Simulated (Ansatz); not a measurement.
# OF (quartet): RPA-PBE over vertical spin and charge gaps, 6-31G

How well do these functionals follow the top wave-function level for OF (quartet) over vertical spin and charge gaps?

Computed with Ansatz 0.2.0, Gaussian basis. Level: 6-31G, all electrons in the functionals, frozen cores in the correlation of double hybrids and RPA.

To be run: RPA-PBE, at charge 0, quartet; charge 0, doublet; charge 0, sextet; charge 1, triplet; charge 1, quintet.

5 further runs of the same task are left out: 5 set aside as unsound or not needed.

## (1) What is computed

The geometry is a PBE0/def2-TZVP stationary point (not a proven minimum).

2 atoms, charge 0, spin multiplicity 4.

Atoms are counted from 1 here; the program's logs count them from 0.

No contacts short enough for the rule that draws bonds.

No dispersion term is added.

The geometry shown and the zero of energy belong to the point charge 0, quartet. The yardstick, FCI, and other wave-function levels (R restricted, U unrestricted, valence and pair active spaces) come from earlier runs.

## (2) RPA-PBE, charge 0, quartet

Input file in.yaml:

```yaml
crystal:
  periodic: [false, false, false]
  atoms:
    - {symbol: O, position_ang: [0.000000, 0.000000, 0.000000]}
    - {symbol: F, position_ang: [0.000000, 0.000000, 1.742500]}
basis:
  gaussian: {orbitals: 6-31G}
magnetization: {spin_polarized: true, initial_magnetization: 3}
hamiltonian: {xc: {name: PBE}}
correlation: {method: rpa, electrons: outside_noble_gas}
```

Launch:

```sh
$ ansatz run in.yaml --threads 1 --pin off --events-out ev --progress --plain --max-ram 4096MiB --backend cpu
```

Further steps of the session: RPA-PBE, charge 0, doublet; RPA-PBE, charge 0, sextet; RPA-PBE, charge 1, triplet; RPA-PBE, charge 1, quintet.

Before running them: what should the planned runs give, taken together? Wanted: quartet to doublet, FCI; quartet to sextet, FCI; ionisation to the triplet cation, FCI; ionisation to the quintet cation, FCI; largest miss, RPA-PBE.

**Answer**, as computed:

| quantity | value |
| --- | --- |
| quartet to doublet, FCI | -47.4 kJ/mol |
| quartet to sextet, FCI | 2705.5 kJ/mol |
| ionisation to the triplet cation, FCI | 1208.1 kJ/mol |
| ionisation to the quintet cation, FCI | 1288.3 kJ/mol |
| largest miss, RPA-PBE | +65.9 kJ/mol (quartet to sextet) |

In words: RPA-PBE strays by up to 65.9 kJ/mol, at quartet to sextet. Functionals and the yardstick converge differently with the basis, so part of each miss in 6-31G is the basis.
